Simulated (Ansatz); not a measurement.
`[Si-]#[S+]` → S• + Si•  (atomization)

Program: Ansatz. Geometries: PBE0-D4/def2-TZVP. ΔE: electronic, gas phase. CCSD(T)/CBS is frozen-core, at the limit of the def2 triple- and quadruple-zeta sets. Functionals use def2-TZVPP. HSE06 is defined as in plane-wave codes. No spin–orbit coupling; open shells (•) take unrestricted orbitals. Spin–orbit coupling would lower the free atoms: a little for S, Si.

(1) What is ΔE at CCSD(T)/CBS? (Estimate.)

(2) What do these levels give: r2SCAN0-D4, HSE06-D4, BHLYP-D4, ωB97M-V, PBE-QIDH, r2SCAN0, CCSD(T)/def2-SVP, HF/def2-TZVPP, HF/def2-QZVPP, SCS-MP2/def2-QZVPP, HF/CBS(cc), CCSD(T)/CBS(cc)? (An estimate is asked.)

Largest T1 diagnostic among the species: 0.022, so the coupled-cluster value is less sure than usual.

## Answers

(1) Ansatz gave: +6.37 eV.

(2) Ansatz gave: r2SCAN0-D4 6.06, HSE06-D4 6.25, BHLYP-D4 5.88, ωB97M-V 6.47, PBE-QIDH 6.18, r2SCAN0 6.04, CCSD(T)/def2-SVP 5.67, HF/def2-TZVPP 3.90, HF/def2-QZVPP 3.91, SCS-MP2/def2-QZVPP 6.37, HF/CBS(cc) 3.92, CCSD(T)/CBS(cc) 6.37 eV.

From BLYP to BHLYP (50 % exact exchange), in def2-TZVPP and without D4, ΔE moves by −0.47 eV: exact exchange takes away binding that semilocal exchange gives to molecules. At CCSD(T), def2-SVP lies −0.69 eV from the extrapolated value and def2-TZVPP −0.33 eV: correlation converges slowly with the basis, and small sets miss more of it in the bonded molecule than in its fragments. In def2-TZVPP, CCSD(T) changes the Hartree–Fock value by +2.13 eV (the triples alone add +0.29 eV) and MP2 by +2.38 eV; breaking electron pairs costs correlation energy, which Hartree–Fock lacks.
